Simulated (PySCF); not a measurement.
System: C2H4NO, net charge -1, singlet state. It need not be the lowest isomer of its formula. Whether it binds its extra electron was not tested at this geometry. 
Geometry from a B3LYP-D3(BJ)/def2-TZVP (Ansatz) optimisation:
SMILES: CC([NH-])=O
```xyz
8

O      0.3996     1.1971     0.4906
C      0.1608     0.0499     0.0146
N      0.9949    -0.8769    -0.4115
C     -1.3275    -0.3368    -0.0888
H     -1.8487     0.3958    -0.7135
H     -1.4628    -1.3358    -0.5063
H     -1.7832    -0.2896     0.9055
H      1.9342    -0.4867    -0.2844
```
Charge -1, spin multiplicity 1.

Dispersion corrections to the total energy (kcal/mol) from the dftd3 and dftd4 libraries through PySCF: D3(BJ) without and D4 with the three-body term, each with the damping fitted for the functional named.

```tsv
functional	D3(BJ)	D4
B2GP-PLYP	-1.49	-1.31
B3LYP	-4.82	…
PBE	-2.86	…
revPBE	-7.68	-12.10
BHLYP	-3.62	…
TPSSh	-3.16	-3.98
r2SCAN	-0.74	-0.79
```

Problem. Fill in the missing entries.

Solution. 
- B3LYP, D4: -5.17
- PBE, D4: -3.23
- BHLYP, D4: -3.42
